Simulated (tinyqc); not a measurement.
Inside a calculation (part 2 of 2). Method: CIS and TDHF on RHF in the sto-6g basis, frozen core, for H2F+, spin multiplicity 1. Computed by tinyqc, a small Python program that keeps every step (integrals from PySCF). Command: `OMP_NUM_THREADS=1 python tinyqc.py 26480 26481 out.jsonl` (the two numbers bound the seeds that draw the settings). One thread of a shared host (Intel(R) Xeon(R) Processor @ 2.60GHz), about 0.1 s of CPU time with the checks.

Geometry (angstrom):
```
atom       x        y       z
F     0.0000   0.0000  0.0000
H     0.0000   0.8690  0.4900
H     0.0000  -0.8350  0.4710
```

## Integrals over molecular orbitals

coefficients C, order 1F 1s, 1F 2s, 1F 2px, 1F 2py, 1F 2pz, 2H 1s, 3H 1s:
$$\begin{pmatrix}
0.9971 & -0.2374 & -0.0051 & 0.0576 & 0.0000 & 0.1035 & 0.0132 \\
0.0134 & 0.9451 & 0.0285 & -0.3114 & 0.0000 & -0.7153 & -0.1016 \\
0.0000 & 0.0000 & 0.0000 & 0.0000 & 1.0000 & 0.0000 & 0.0000 \\
-0.0001 & -0.0084 & 0.7345 & 0.0216 & 0.0000 & -0.0762 & 0.8392 \\
0.0017 & 0.1028 & -0.0225 & 0.9005 & 0.0000 & -0.4896 & -0.0566 \\
-0.0025 & 0.0773 & 0.3293 & 0.1958 & 0.0000 & 0.8373 & -0.7210 \\
-0.0027 & 0.0849 & -0.3386 & 0.1764 & 0.0000 & 0.6877 & 0.8975
\end{pmatrix}$$

core Hamiltonian H = T + V (hartree), order 1F 1s, 1F 2s, 1F 2px, 1F 2py, 1F 2pz, 2H 1s, 3H 1s:
$$\begin{pmatrix}
-41.5071 & -9.2607 & 0.0000 & 0.0010 & -0.0138 & -1.6857 & -1.8442 \\
-9.2607 & -11.4698 & 0.0000 & 0.0101 & -0.1579 & -3.7174 & -3.9815 \\
0.0000 & 0.0000 & -9.2332 & 0.0000 & 0.0000 & 0.0000 & 0.0000 \\
0.0010 & 0.0101 & 0.0000 & -9.3858 & 0.0043 & -2.1308 & 2.2490 \\
-0.0138 & -0.1579 & 0.0000 & 0.0043 & -9.2818 & -1.2442 & -1.3121 \\
-1.6857 & -3.7174 & 0.0000 & -2.1308 & -1.2442 & -5.4065 & -1.3656 \\
-1.8442 & -3.9815 & 0.0000 & 2.2490 & -1.3121 & -1.3656 & -5.5685
\end{pmatrix}$$

Given earlier and not repeated: Two-electron integrals (ij|kl) in chemists' order.

(pq|rs) = sum C_ip C_jq C_kr C_ls (ij|kl), one index at a time.

one-electron integrals over orbitals h = C^T H C (hartree):
$$\begin{pmatrix}
-41.4934 & 0.7032 & 0.0150 & -0.1631 & 0.0000 & -0.3105 & -0.0400 \\
0.7032 & -9.7364 & -0.0183 & 0.3110 & 0.0000 & 1.4201 & 0.1919 \\
0.0150 & -0.0183 & -8.1399 & 0.0373 & 0.0000 & 0.2233 & -2.1786 \\
-0.1631 & 0.3110 & 0.0373 & -8.8783 & 0.0000 & 1.2155 & 0.0516 \\
0.0000 & 0.0000 & 0.0000 & 0.0000 & -9.2332 & 0.0000 & 0.0000 \\
-0.3105 & 1.4201 & 0.2233 & 1.2155 & 0.0000 & -5.5702 & 0.0229 \\
-0.0400 & 0.1919 & -2.1786 & 0.0516 & 0.0000 & 0.0229 & -6.1048
\end{pmatrix}$$

Two-electron integrals over orbitals (pq|rs), unique and non-zero (hartree); the lowest 1 orbital is frozen and left out:
```
(22|22) 0.8620      (32|22) -0.0031     (32|32) 0.1596      (33|22) 0.7607
(33|32) 0.0033      (33|33) 0.7409      (42|22) 0.0064      (42|32) -4.93e-04
(42|33) -0.0043     (42|42) 0.1632      (43|22) -0.0032     (43|32) 0.0059
(43|33) -0.0031     (43|42) 0.0040      (43|43) 0.0468      (44|22) 0.8303
(44|32) 0.0041      (44|33) 0.7231      (44|42) -0.0878     (44|43) -0.0051
(44|44) 0.9209      (52|52) 0.1819      (53|52) 0.0029      (53|53) 0.0384
(54|52) -0.0322     (54|53) -0.0010     (54|54) 0.0552      (55|22) 0.8827
(55|32) 0.0030      (55|33) 0.7487      (55|42) -0.0454     (55|43) -0.0045
(55|44) 0.8496      (55|55) 0.9981      (62|22) -0.1477     (62|32) -0.0074
(62|33) -0.0906     (62|42) -0.0377     (62|43) 0.0021      (62|44) -0.1154
(62|55) -0.1556     (62|62) 0.0765      (63|22) -0.0225     (63|32) 0.0296
(63|33) -0.0179     (63|42) 0.0051      (63|43) 0.0171      (63|44) -0.0196
(63|55) -0.0238     (63|62) 0.0092      (63|63) 0.0720      (64|22) -0.1251
(64|32) 0.0052      (64|33) -0.0726     (64|42) -0.0040     (64|43) 0.0011
(64|44) -0.1324     (64|55) -0.1266     (64|62) 0.0586      (64|63) 0.0131
(64|64) 0.0611      (65|52) -0.0557     (65|53) -0.0033     (65|54) -0.0055
(65|65) 0.0269      (66|22) 0.5704      (66|32) 0.0184      (66|33) 0.5575
(66|42) 0.0661      (66|43) 0.0099      (66|44) 0.5355      (66|55) 0.5465
(66|62) -0.0497     (66|63) 0.0158      (66|64) -0.0241     (66|66) 0.5506
(72|22) -0.0207     (72|32) 0.0637      (72|33) -0.0092     (72|42) -0.0008
(72|43) -0.0216     (72|44) -0.0173     (72|55) -0.0208     (72|62) 0.0041
(72|63) -0.0266     (72|64) 0.0077      (72|66) -0.0071     (72|72) 0.0570
(73|22) 0.2054      (73|32) 0.0082      (73|33) 0.1610      (73|42) -0.0531
(73|43) -0.0011     (73|44) 0.2076      (73|55) 0.2283      (73|62) -0.0744
(73|63) -0.0076     (73|64) -0.0720     (73|66) 0.0213      (73|72) -0.0124
(73|73) 0.1582      (74|22) -0.0044     (74|32) -0.0532     (74|33) -0.0038
(74|42) -0.0041     (74|43) 0.0127      (74|44) -0.0055     (74|55) -0.0052
(74|62) 0.0057      (74|63) -0.0374     (74|64) -0.0016     (74|66) -0.0136
(74|72) -0.0113     (74|73) -0.0077     (74|74) 0.0445      (75|52) -0.0071
(75|53) 0.0255      (75|54) 4.04e-04    (75|65) 0.0012      (75|75) 0.0206
(76|22) 0.0019      (76|32) -0.0990     (76|33) -0.0033     (76|42) 0.0042
(76|43) -0.0410     (76|44) -0.0052     (76|55) -0.0018     (76|62) -4.86e-04
(76|63) -0.0846     (76|64) -0.0093     (76|66) -0.0325     (76|72) 0.0044
(76|73) -0.0138     (76|74) 0.0536      (76|76) 0.1577      (77|22) 0.6255
(77|32) -0.0221     (77|33) 0.6251      (77|42) 0.0053      (77|43) -0.0082
(77|44) 0.6044      (77|55) 0.6132      (77|62) -0.0498     (77|63) -0.0255
(77|64) -0.0318     (77|66) 0.5346      (77|72) -0.0067     (77|73) 0.0752
(77|74) 0.0108      (77|76) 0.0293      (77|77) 0.5929
```

## CIS matrix, singlets

orbital energies (hartree): MO1 -26.9466, MO2 -2.0694, MO3 -1.2205, MO4 -1.0727, MO5 -1.0470, MO6 -0.0223, MO7 0.1774

A(ia,jb) = (e_a - e_i) d_ij d_ab + 2 (ia|jb) - (ij|ab).

CIS matrix A, singlet (hartree), order 2>6, 2>7, 3>6, 3>7, 4>6, 4>7, 5>6, 5>7:
$$\begin{pmatrix}
1.6298 & 0.0063 & -0.0001 & -0.0498 & 0.0511 & 0.0072 & 0.0000 & 0.0000 \\
0.0063 & 1.7353 & 0.0457 & -0.0027 & 0.0112 & -0.0279 & 0.0000 & 0.0000 \\
-0.0001 & 0.0457 & 0.7847 & -0.0119 & 0.0163 & -0.0338 & 0.0000 & 0.0000 \\
-0.0498 & -0.0027 & -0.0119 & 1.0890 & -0.1030 & -0.0073 & 0.0000 & 0.0000 \\
0.0511 & 0.0112 & 0.0163 & -0.1030 & 0.6371 & 0.0021 & 0.0000 & 0.0000 \\
0.0072 & -0.0279 & -0.0338 & -0.0073 & 0.0021 & 0.7348 & 0.0000 & 0.0000 \\
0.0000 & 0.0000 & 0.0000 & 0.0000 & 0.0000 & 0.0000 & 0.5320 & 0.0041 \\
0.0000 & 0.0000 & 0.0000 & 0.0000 & 0.0000 & 0.0000 & 0.0041 & 0.6524
\end{pmatrix}$$

## CIS singlet states

dipole integrals <i|r|a> (bohr), order 2>6, 2>7, 3>6, 3>7, 4>6, 4>7, 5>6, 5>7:
$$\begin{pmatrix}
0.0000 & 0.0019 & 0.0475 \\
0.0000 & -0.1172 & 0.0113 \\
0.0000 & 0.8520 & 0.0463 \\
0.0000 & 0.0931 & -0.4612 \\
0.0000 & 0.0855 & 0.2908 \\
0.0000 & -0.5148 & 0.0140 \\
-0.0235 & 0.0000 & 0.0000 \\
-0.0015 & 0.0000 & 0.0000
\end{pmatrix}$$

Diagonalise A (1 hartree = 27.211386 eV); each vector has its largest component positive (the first on a tie). The transition dipole is mu = sqrt2 sum c_ia <i|r|a>.

singlet excitation energies (eV): [14.4739, 16.6550, 17.7568, 19.5262, 21.7446, 30.0782, 44.5617, 47.3198]

lowest vectors, order 2>6, 2>7, 3>6, 3>7, 4>6, 4>7, 5>6, 5>7:
$$\begin{pmatrix}
0.0000 & -0.0387 & 0.0000 & -0.0075 & 0.0037 & 0.1122 \\
0.0000 & -0.0063 & 0.0000 & 0.0043 & -0.0573 & 0.0091 \\
0.0000 & -0.0817 & 0.0000 & 0.4427 & 0.8905 & -0.0435 \\
0.0000 & 0.2039 & 0.0000 & 0.0450 & 0.0443 & 0.9716 \\
0.0000 & 0.9744 & 0.0000 & 0.0514 & 0.0532 & -0.2028 \\
0.0000 & -0.0262 & 0.0000 & 0.8940 & -0.4459 & -0.0148 \\
0.9994 & 0.0000 & 0.0343 & 0.0000 & 0.0000 & 0.0000 \\
-0.0343 & 0.0000 & 0.9994 & 0.0000 & 0.0000 & 0.0000
\end{pmatrix}$$

oscillator strengths 2/3 w |mu|^2: [0.0004, 0.0292, 0.0000, 0.0061, 1.0743, 0.3769]

## TDHF (RPA) singlet states

B(ia,jb) = 2 (ia|jb) - (ib|ja); the squared energies are the eigenvalues of (A - B)(A + B); 1 hartree = 27.211386 eV.

TDHF matrix B, singlet (hartree), order 2>6, 2>7, 3>6, 3>7, 4>6, 4>7, 5>6, 5>7:
$$\begin{pmatrix}
0.0765 & 0.0041 & 0.0092 & -0.1222 & 0.0586 & 0.0037 & 0.0000 & 0.0000 \\
0.0041 & 0.0570 & 0.0211 & -0.0124 & 0.0097 & -0.0113 & 0.0000 & 0.0000 \\
0.0092 & 0.0211 & 0.0720 & -0.0076 & 0.0131 & -0.0028 & 0.0000 & 0.0000 \\
-0.1222 & -0.0124 & -0.0076 & 0.1582 & -0.1066 & -0.0077 & 0.0000 & 0.0000 \\
0.0586 & 0.0097 & 0.0131 & -0.1066 & 0.0611 & -0.0016 & 0.0000 & 0.0000 \\
0.0037 & -0.0113 & -0.0028 & -0.0077 & -0.0016 & 0.0445 & 0.0000 & 0.0000 \\
0.0000 & 0.0000 & 0.0000 & 0.0000 & 0.0000 & 0.0000 & 0.0269 & 0.0012 \\
0.0000 & 0.0000 & 0.0000 & 0.0000 & 0.0000 & 0.0000 & 0.0012 & 0.0206
\end{pmatrix}$$

squared energies w^2 (hartree^2): [0.2822, 0.3698, 0.4254, 0.5125, 0.6336, 1.1699, 2.6445, 3.0185]

TDHF energies from the positive w^2 (eV): [14.4555, 16.5481, 17.7479, 19.4807, 21.6594, 29.4323, 44.2505, 47.2766]

## CIS matrix, triplets

A(ia,jb) = (e_a - e_i) d_ij d_ab - (ij|ab).

CIS matrix A, triplet (hartree), order 2>6, 2>7, 3>6, 3>7, 4>6, 4>7, 5>6, 5>7:
$$\begin{pmatrix}
1.4768 & -0.0019 & -0.0184 & 0.0990 & -0.0661 & -0.0042 & 0.0000 & 0.0000 \\
-0.0019 & 1.6213 & 0.0990 & 0.0221 & -0.0042 & -0.0053 & 0.0000 & 0.0000 \\
-0.0184 & 0.0990 & 0.6407 & 0.0033 & -0.0099 & 0.0410 & 0.0000 & 0.0000 \\
0.0990 & 0.0221 & 0.0033 & 0.7727 & 0.0410 & 0.0082 & 0.0000 & 0.0000 \\
-0.0661 & -0.0042 & -0.0099 & 0.0410 & 0.5150 & 0.0052 & 0.0000 & 0.0000 \\
-0.0042 & -0.0053 & 0.0410 & 0.0082 & 0.0052 & 0.6457 & 0.0000 & 0.0000 \\
0.0000 & 0.0000 & 0.0000 & 0.0000 & 0.0000 & 0.0000 & 0.4782 & 0.0018 \\
0.0000 & 0.0000 & 0.0000 & 0.0000 & 0.0000 & 0.0000 & 0.0018 & 0.6112
\end{pmatrix}$$

## CIS triplet states

Diagonalise A (1 hartree = 27.211386 eV); each vector has its largest component positive (the first on a tie).

triplet excitation energies (eV): [13.0125, 13.6173, 16.2485, 16.6317, 18.4871, 20.9249, 40.6660, 44.4034]

lowest vectors, order 2>6, 2>7, 3>6, 3>7, 4>6, 4>7, 5>6, 5>7:
$$\begin{pmatrix}
0.0000 & 0.0856 & -0.0008 & 0.0000 & 0.0253 & -0.1168 \\
0.0000 & -0.0018 & -0.0777 & 0.0000 & -0.0613 & -0.0279 \\
0.0000 & 0.1002 & 0.7537 & 0.0000 & 0.6406 & 0.0343 \\
0.0000 & -0.1774 & 0.0499 & 0.0000 & -0.0827 & 0.9701 \\
0.0000 & 0.9739 & -0.1020 & 0.0000 & -0.0437 & 0.1880 \\
0.0000 & -0.0508 & -0.6426 & 0.0000 & 0.7593 & 0.0892 \\
0.9999 & 0.0000 & 0.0000 & 0.0136 & 0.0000 & 0.0000 \\
-0.0136 & 0.0000 & 0.0000 & 0.9999 & 0.0000 & 0.0000
\end{pmatrix}$$

## TDHF (RPA) triplet states

B(ia,jb) = - (ib|ja); the squared energies are the eigenvalues of (A - B)(A + B); 1 hartree = 27.211386 eV.

TDHF matrix B, triplet (hartree), order 2>6, 2>7, 3>6, 3>7, 4>6, 4>7, 5>6, 5>7:
$$\begin{pmatrix}
-0.0765 & -0.0041 & -0.0092 & 0.0266 & -0.0586 & -0.0077 & 0.0000 & 0.0000 \\
-0.0041 & -0.0570 & 0.0744 & 0.0124 & -0.0057 & 0.0113 & 0.0000 & 0.0000 \\
-0.0092 & 0.0744 & -0.0720 & 0.0076 & -0.0131 & 0.0720 & 0.0000 & 0.0000 \\
0.0266 & 0.0124 & 0.0076 & -0.1582 & 0.0374 & 0.0077 & 0.0000 & 0.0000 \\
-0.0586 & -0.0057 & -0.0131 & 0.0374 & -0.0611 & 0.0016 & 0.0000 & 0.0000 \\
-0.0077 & 0.0113 & 0.0720 & 0.0077 & 0.0016 & -0.0445 & 0.0000 & 0.0000 \\
0.0000 & 0.0000 & 0.0000 & 0.0000 & 0.0000 & 0.0000 & -0.0269 & -0.0012 \\
0.0000 & 0.0000 & 0.0000 & 0.0000 & 0.0000 & 0.0000 & -0.0012 & -0.0206
\end{pmatrix}$$

squared energies w^2 (hartree^2): [0.2280, 0.2367, 0.3366, 0.3731, 0.4587, 0.5672, 2.2247, 2.6530]

TDHF energies from the positive w^2 (eV): [12.9919, 13.2397, 15.7863, 16.6222, 18.4300, 20.4933, 40.5870, 44.3222]
